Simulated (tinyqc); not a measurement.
ROHF in the sto-3g basis, for OH+, spin multiplicity 3, step by step. One step of it, computed by the program tinyqc.

Problem. Iteration 3: building the Fock matrix. J_ij = sum D_kl (ij|kl) with D = D(alpha) + D(beta), K_ij = sum D_kl (ik|jl) for each spin; F = H + J - K(s); E = tr D H + tr D J / 2 - 0.5 sum_s tr D(s) K(s) + E_nn.

D(alpha) after iteration 2:
```
            1O 1s      1O 2s    1O 2px    1O 2py     1O 2pz      2H 1s
1O 1s    1.056493  -0.237117  0.000000  0.000000   0.032786  -0.015889
1O 2s   -0.237117   1.024007  0.000000  0.000000  -0.194243  -0.004063
1O 2px   0.000000   0.000000  1.000000  0.000000   0.000000   0.000000
1O 2py   0.000000   0.000000  0.000000  1.000000   0.000000   0.000000
1O 2pz   0.032786  -0.194243  0.000000  0.000000   0.673099   0.284354
2H 1s   -0.015889  -0.004063  0.000000  0.000000   0.284354   0.126541
```

D(beta) after iteration 2:
```
            1O 1s      1O 2s    1O 2px    1O 2py     1O 2pz      2H 1s
1O 1s    1.056493  -0.237117  0.000000  0.000000   0.032786  -0.015889
1O 2s   -0.237117   1.024007  0.000000  0.000000  -0.194243  -0.004063
1O 2px   0.000000   0.000000  0.000000  0.000000   0.000000   0.000000
1O 2py   0.000000   0.000000  0.000000  0.000000   0.000000   0.000000
1O 2pz   0.032786  -0.194243  0.000000  0.000000   0.673099   0.284354
2H 1s   -0.015889  -0.004063  0.000000  0.000000   0.284354   0.126541
```

core Hamiltonian H = T + V (hartree):
```
             1O 1s      1O 2s     1O 2px     1O 2py     1O 2pz      2H 1s
1O 1s   -32.217962  -7.493754   0.000000   0.000000  -0.018450  -2.075486
1O 2s    -7.493754  -8.833505   0.000000   0.000000  -0.209401  -4.015516
1O 2px    0.000000   0.000000  -6.990123   0.000000   0.000000   0.000000
1O 2py    0.000000   0.000000   0.000000  -6.990123   0.000000   0.000000
1O 2pz   -0.018450  -0.209401   0.000000   0.000000  -7.140368  -2.696025
2H 1s    -2.075486  -4.015516   0.000000   0.000000  -2.696025  -5.049104
```

Two-electron integrals (ij|kl) in chemists' order, unique and non-zero (hartree):
```
(11|11) 4.785065   (21|11) 0.741380   (21|21) 0.136873   (22|11) 1.118947
(22|21) 0.256633   (22|22) 0.817206   (31|31) 0.024477   (32|31) 0.037809
(32|32) 0.180518   (33|11) 1.115814   (33|21) 0.256684   (33|22) 0.817023
(33|33) 0.880159   (41|41) 0.024477   (42|41) 0.037809   (42|42) 0.180518
(43|43) 0.047444   (44|11) 1.115814   (44|21) 0.256684   (44|22) 0.817023
(44|33) 0.785270   (44|44) 0.880159   (51|51) 0.024477   (52|51) 0.037809
(52|52) 0.180518   (53|53) 0.047444   (54|54) 0.047444   (55|11) 1.115814
(55|21) 0.256684   (55|22) 0.817023   (55|33) 0.785270   (55|44) 0.785270
(55|55) 0.880159   (61|11) 0.207543   (61|21) 0.037946   (61|22) 0.070534
(61|33) 0.070405   (61|44) 0.070405   (61|51) 0.001718   (61|52) 0.003197
(61|55) 0.070800   (61|61) 0.010653   (62|11) 0.461525   (62|21) 0.106987
(62|22) 0.372171   (62|33) 0.366245   (62|44) 0.366245   (62|51) 0.007912
(62|52) 0.058197   (62|55) 0.383686   (62|61) 0.030134   (62|62) 0.202766
(63|31) 0.011709   (63|32) 0.066256   (63|53) 0.012358   (63|63) 0.030359
(64|41) 0.011709   (64|42) 0.066256   (64|54) 0.012358   (64|64) 0.030359
(65|11) 0.313193   (65|21) 0.073609   (65|22) 0.273622   (65|33) 0.260967
(65|44) 0.260967   (65|51) 0.016550   (65|52) 0.107391   (65|55) 0.298637
(65|61) 0.021731   (65|62) 0.181119   (65|65) 0.190535   (66|11) 0.571713
(66|21) 0.134662   (66|22) 0.532537   (66|33) 0.510887   (66|44) 0.510887
(66|51) 0.013949   (66|52) 0.136806   (66|55) 0.575222   (66|61) 0.038345
(66|62) 0.350935   (66|65) 0.358663   (66|66) 0.774606
```

nuclear repulsion = 4.82166024 hartree

Give: Coulomb J; exchange K(alpha); exchange K(beta); F(alpha); F(beta); total energy of this density.

Solution.

Coulomb J (hartree):
```
          1O 1s   1O 2s  1O 2px  1O 2py   1O 2pz   2H 1s
1O 1s   15.9132  2.9349  0.0000  0.0000  -0.0040  0.8141
1O 2s    2.9349  6.9639  0.0000  0.0000   0.0203  3.1304
1O 2px   0.0000  0.0000  6.9258  0.0000   0.0000  0.0000
1O 2py   0.0000  0.0000  0.0000  6.9258   0.0000  0.0000
1O 2pz  -0.0040  0.0203  0.0000  0.0000   7.0174  2.2982
2H 1s    0.8141  3.1304  0.0000  0.0000   2.2982  4.4585
```

exchange K(alpha) (hartree):
```
         1O 1s    1O 2s  1O 2px  1O 2py   1O 2pz   2H 1s
1O 1s   4.9048   0.8477  0.0000  0.0000   0.0025  0.2445
1O 2s   0.8477   1.3946  0.0000  0.0000  -0.0242  0.6512
1O 2px  0.0000   0.0000  1.1623  0.0000   0.0000  0.0000
1O 2py  0.0000   0.0000  0.0000  1.1623   0.0000  0.0000
1O 2pz  0.0025  -0.0242  0.0000  0.0000   1.0727  0.4533
2H 1s   0.2445   0.6512  0.0000  0.0000   0.4533  0.6226
```

exchange K(beta) (hartree):
```
         1O 1s    1O 2s  1O 2px  1O 2py   1O 2pz   2H 1s
1O 1s   4.8559   0.7720  0.0000  0.0000   0.0025  0.2211
1O 2s   0.7720   1.0336  0.0000  0.0000  -0.0242  0.5187
1O 2px  0.0000   0.0000  0.2347  0.0000   0.0000  0.0000
1O 2py  0.0000   0.0000  0.0000  0.2347   0.0000  0.0000
1O 2pz  0.0025  -0.0242  0.0000  0.0000   0.9778  0.4285
2H 1s   0.2211   0.5187  0.0000  0.0000   0.4285  0.5618
```

F(alpha) (hartree):
```
           1O 1s    1O 2s   1O 2px   1O 2py   1O 2pz    2H 1s
1O 1s   -21.2096  -5.4066   0.0000   0.0000  -0.0250  -1.5059
1O 2s    -5.4066  -3.2642   0.0000   0.0000  -0.1649  -1.5363
1O 2px    0.0000   0.0000  -1.2266   0.0000   0.0000   0.0000
1O 2py    0.0000   0.0000   0.0000  -1.2266   0.0000   0.0000
1O 2pz   -0.0250  -0.1649   0.0000   0.0000  -1.1956  -0.8511
2H 1s    -1.5059  -1.5363   0.0000   0.0000  -0.8511  -1.2132
```

F(beta) (hartree):
```
           1O 1s    1O 2s   1O 2px   1O 2py   1O 2pz    2H 1s
1O 1s   -21.1606  -5.3309   0.0000   0.0000  -0.0250  -1.4825
1O 2s    -5.3309  -2.9031   0.0000   0.0000  -0.1649  -1.4038
1O 2px    0.0000   0.0000  -0.2990   0.0000   0.0000   0.0000
1O 2py    0.0000   0.0000   0.0000  -0.2990   0.0000   0.0000
1O 2pz   -0.0250  -0.1649   0.0000   0.0000  -1.1007  -0.8264
2H 1s    -1.4825  -1.4038   0.0000   0.0000  -0.8264  -1.1525
```

total energy of this density = -73.995726 hartree
